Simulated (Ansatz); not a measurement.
# How methods differ on B2NH5 (SMILES BNB)

B2NH5 has 8 atoms, charge 0, and is taken as a singlet. As SMILES, `BNB`. Geometry: relaxed at PBE0-D4/def2-TZVP. The run starts from this shape.

```xyz
8

B    -0.8282    0.6549   -0.6933
N     0.2600    0.3777    0.1708
B     0.6952   -0.9109    0.5677
H    -1.4494   -0.2614   -1.1401
H    -1.0978    1.7912   -0.9541
H     0.7710    1.1695    0.5365
H     1.6316   -1.0142    1.3056
H     0.1097   -1.8641    0.1509
```

Each level gives the adiabatic ionisation energy (to the doublet cation, no zero-point term) (eV). The values are calculated.

```
                             level                 kind  program  value (eV)  CPU time (all runs)
                         HF/STO-3G         Hartree–Fock   Ansatz        7.57                3.3 s
                          HF/3-21G         Hartree–Fock   Ansatz        9.32                4.1 s
   HF/6-31G* (Cartesian functions)         Hartree–Fock   Ansatz        9.33                 12 s
B3LYP/6-31G* (Cartesian functions)        global hybrid   Ansatz       10.51                 21 s
  MP2/6-31G* (Cartesian functions)  perturbation theory   Ansatz       10.59                 10 s
```

The values span 7.57 to 10.59 eV. Without the sets that lack polarisation functions the rows with a basis span only 9.33 to 10.59 eV. Times are those of the runs behind each value, whatever else they computed, on shared processors of several kinds: orders of magnitude only.
